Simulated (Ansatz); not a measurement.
Eight cases of atomisation energy with Al to Br (electronic energies, kJ/mol), geometries: B3LYP-D3(BJ)/def2-TZVP. Functionals by Ansatz (a first-principles code) in def2-TZVPD; columns hold the difference against the high level (Ansatz, AFQMC by cisd_afqmc): A = CCSD(T)/CBS(cc-pV(T+d)Z,cc-pV(Q+d)Z) + [CCSDT(Q) - CCSD(T)]/cc-pV(D+d)Z + core + X2C; B = CCSD(T)/CBS(cc-pVQZ,cc-pV5Z) + [CCSDT(Q) - CCSD(T)]/cc-pVTZ + [CCSDTQ - CCSDT(Q)]/cc-pVDZ; C = CCSD(T)/CBS(def2-TZVPP,def2-QZVPP) + [CCSDT(Q) - CCSD(T)]/def2-SVP; D = CCSD(T)/CBS(def2-TZVPP,def2-QZVPP) + [CCSDT(Q) - CCSD(T)]/def2-TZVPP; E = CCSD(T)/CBS(def2-TZVPP,def2-QZVPP) + [CCSDT(Q) - CCSD(T)]/def2-TZVPP + [CCSDTQ - CCSDT(Q)]/def2-SVP. The cases were drawn at random from those of this class that have a high level and all functionals, leaving out states under which another spin lies or may lie. Left out are anions, K, Ca, elements past Kr, ionisation of Li, Na and Mg, pi-pi* triplets of linear molecules and other triplets made from a closed-shell parent. Runs that doubt their state, and full CI more than 15 mEh from coupled cluster, are set aside; a case stays where another high level and all functionals remain. AFQMC serves as high level only in triple zeta or larger, with a steady walk, a bar under 0.8 kcal/mol and agreement with other high levels or trials where they ran; where none ran, an unstable determinant or (outside 3d species) a high T1 diagnostic also bars it, so strongly correlated cases are thinned. No case was kept or dropped by the size of a functional's miss. Each difference is the functional minus the high level; affinities count positive where energy is released, gaps as the second state minus the first. UHF or UKS for unpaired electrons; spin-orbit terms are left out. Correlated methods leave the cores frozen (noble-gas shells, and filled d and f shells in the p block). Rows without X2C or -DK are non-relativistic. CBS(X,Y): correlation extrapolated as X^-3, Hartree-Fock from the larger set (Q,5: extrapolated as (X+1)exp(-9√X)). A bracket is a step between two methods taken in the basis named. Functionals run without relativity, which enters their misses. Double hybrids freeze cores in their MP2 part. '+ core + X2C': CCSD(T) terms for core correlation (cc-pwCVTZ, 1s frozen past Ne) and scalar relativity (cc-pVTZ-DK). For partners of very few electrons the exact lower level stands in for a higher one. The restricted determinant of C4H4S (c1ccsc1, singlet) is unstable towards broken spin symmetry in at least one set run.

| case | level | value |
|---|---|---|
| BH3Se (SMILES [SeH]B) | B | 1477.0 |
| SiAsH4 (SMILES [SiH3][AsH], doublet) | D | 1498.8 |
| SeCl (SMILES [Se]Cl, doublet) | E | 266.8 |
| C4H4S (thiophene, SMILES c1ccsc1) | A | 4040.9 |
| SeCl2 (SMILES Cl[Se]Cl) | D | 527.6 |
| C2HBCl2 (SMILES C#CB(Cl)Cl) | A | 2576.7 |
| GeSiH6 (SMILES [GeH3][SiH3]) | D | 2134.0 |
| GeSiH5 (SMILES [SiH3][GeH2], doublet) | C | 1773.4 |

Problem. Predict the difference of PBE, r2SCAN, B2PLYP for each case and sum up.

Solution. 
```csv
case,PBE,r2SCAN,B2PLYP
BH3Se (SMILES [SeH]B),20.5,24.6,-9.2
"SiAsH4 (SMILES [SiH3][AsH], doublet)",-16.7,9.5,-24.9
"SeCl (SMILES [Se]Cl, doublet)",35.5,14.5,-7.6
"C4H4S (thiophene, SMILES c1ccsc1)",128.7,20.5,-52.7
SeCl2 (SMILES Cl[Se]Cl),50.4,15.1,-23.5
C2HBCl2 (SMILES C#CB(Cl)Cl),91.6,25.5,-25.2
GeSiH6 (SMILES [GeH3][SiH3]),-56.3,-2.3,-48.3
"GeSiH5 (SMILES [SiH3][GeH2], doublet)",-41.8,8.2,-42.0
```
PBE: mean +26.5, mean absolute 55.2, median absolute 46.1, largest +128.7; r2SCAN: mean +14.4, mean absolute 15.0, median absolute 14.8, largest +25.5; B2PLYP: mean -29.2, mean absolute 29.2, median absolute 25.0, largest -52.7 kJ/mol. PBE lies above in 5 and below in 3 of the eight.
